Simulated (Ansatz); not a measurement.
Ansatz (a quantum-chemistry and plane-wave program) input (B3LYP-D3(BJ)/def2-TZVP):

Ansatz 0.2 input:
```yaml
crystal:
  periodic: [false, false, false]
  atoms:
    - {symbol: S, position_ang: [0.00079836, 0.00101417, 0.10422964]}
    - {symbol: H, position_ang: [-0.00010930, 0.98195700, -0.84351873]}
    - {symbol: H, position_ang: [-0.01266448, -0.99818372, -0.82415549]}
basis:
  gaussian:
    orbitals: def2-TZVP
hamiltonian:
  xc: b3lyp
  dispersion: d3bj
total_charge: 1
magnetization: {spin_polarized: true, initial_magnetization: 1}
phonons: {temperatures: {t_min: 298.15, t_max: 298.15, t_step: 100}}
```

Output:

```
Functional definition: B3LYP
integrals: 0.01 GiB planned
359 factors; their error is unknown
mean field: 0.11 GiB planned
mean field evaluation 1: about -10857.4414 eV, gradient 1.5e1 eV
mean field evaluation 2: about -10858.0362 eV, gradient 1.2e1 eV
mean field evaluation 4: about -10858.5032 eV, gradient 3.5e-1 eV
mean field evaluation 8: about -10858.5211 eV, gradient 2.2e-3 eV
mean field -10858.52109953 eV, -399.0432902379 hartree, gradient 2.5e-5 eV, S^2 0.754728; 0 other end points of the search recorded, 0 dependent functions left out
the calculation of the forces begins
reference -10858.52126115 eV, -399.0432961772 hartree; 9, 8 occupied and 40, 41 virtual orbitals, 359 factors
these checks for a lower state are left out or cut short: stability, starts, cluster_reference, orbital_swaps, neighbouring_geometries, increment
integrals: 0.01 GiB planned
359 factors; their error is unknown
mean field: 0.11 GiB planned
mean field evaluation 16: about -10858.5210 eV, gradient 7.0e-2 eV
mean field -10858.52104421 eV, -399.0432882048 hartree, gradient 7.0e-7 eV, S^2 0.754731; 0 other end points of the search recorded, 0 dependent functions left out
the calculation of the forces begins
reference -10858.52120585 eV, -399.0432941451 hartree; 9, 8 occupied and 40, 41 virtual orbitals, 359 factors
these checks for a lower state are left out or cut short: stability, starts, cluster_reference, orbital_swaps, neighbouring_geometries, increment
integrals: 0.01 GiB planned
359 factors; their error is unknown
mean field: 0.11 GiB planned
mean field -10858.52104725 eV, -399.0432883163 hartree, gradient 7.9e-7 eV, S^2 0.754725; 0 other end points of the search recorded, 0 dependent functions left out
the calculation of the forces begins
reference -10858.52120883 eV, -399.0432942545 hartree; 9, 8 occupied and 40, 41 virtual orbitals, 359 factors
these checks for a lower state are left out or cut short: stability, starts, cluster_reference, orbital_swaps, neighbouring_geometries, increment
integrals: 0.01 GiB planned
359 factors; their error is unknown
mean field: 0.11 GiB planned
mean field evaluation 32: about -10858.5211 eV, gradient 9.4e-5 eV
mean field -10858.52106189 eV, -399.0432888544 hartree, gradient 1.8e-6 eV, S^2 0.754726; 0 other end points of the search recorded, 0 dependent functions left out
the calculation of the forces begins
reference -10858.52122348 eV, -399.0432947927 hartree; 9, 8 occupied and 40, 41 virtual orbitals, 359 factors
these checks for a lower state are left out or cut short: stability, starts, cluster_reference, orbital_swaps, neighbouring_geometries, increment
integrals: 0.01 GiB planned
359 factors; their error is unknown
mean field: 0.11 GiB planned
mean field -10858.52105916 eV, -399.0432887543 hartree, gradient 2.3e-6 eV, S^2 0.754730; 0 other end points of the search recorded, 0 dependent functions left out
the calculation of the forces begins
reference -10858.52122080 eV, -399.0432946945 hartree; 9, 8 occupied and 40, 41 virtual orbitals, 359 factors
these checks for a lower state are left out or cut short: stability, starts, cluster_reference, orbital_swaps, neighbouring_geometries, increment
integrals: 0.01 GiB planned
359 factors; their error is unknown
mean field: 0.11 GiB planned
mean field -10858.52107832 eV, -399.0432894584 hartree, gradient 1.5e-6 eV, S^2 0.754730; 0 other end points of the search recorded, 0 dependent functions left out
the calculation of the forces begins
reference -10858.52123998 eV, -399.0432953991 hartree; 9, 8 occupied and 40, 41 virtual orbitals, 359 factors
these checks for a lower state are left out or cut short: stability, starts, cluster_reference, orbital_swaps, neighbouring_geometries, increment
integrals: 0.01 GiB planned
359 factors; their error is unknown
mean field: 0.11 GiB planned
mean field -10858.52107821 eV, -399.0432894541 hartree, gradient 2.4e-6 eV, S^2 0.754726; 0 other end points of the search recorded, 0 dependent functions left out
the calculation of the forces begins
reference -10858.52123978 eV, -399.0432953919 hartree; 9, 8 occupied and 40, 41 virtual orbitals, 359 factors
Total energy: -10858.55936590 eV, -399.0446965009 hartree
Atom 0 at     0.000798     0.001014     0.104230 Å, force    -0.000009    -0.000011    -0.001147 eV/Å
Atom 1 at    -0.000109     0.981957    -0.843519 Å, force     0.000001    -0.000559     0.000579 eV/Å
Atom 2 at    -0.012664    -0.998184    -0.824155 Å, force     0.000008     0.000570     0.000568 eV/Å
Dipole moment:    -0.002283    -0.002900    -0.298084 e Å
Vibrations: 1186.51 2559.01 2561.79 cm⁻¹, zero-point energy 0.391003 eV
```
